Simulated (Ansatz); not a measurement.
Problem. Name a neutral molecule of C, Cl, O and H with size of the dipole moment (B3LYP/def2-TZVPP) between 1.60 and 1.90 D and HOMO–LUMO gap (PBE0/def2-TZVPP) between 6.40 and 6.70 eV (Ansatz, PBE0-D4/def2-TZVP geometry).

Solution. `CC(Cl)C=O` (1.85 D, 6.54 eV); `CO/C=C(\O)Cl` (1.87 D, 6.68 eV). Other molecules can fit too; these were computed, each in one conformer that needn't be the lowest.

B3LYP here is the variant with VWN-RPA as its local correlation; programs differ in this.
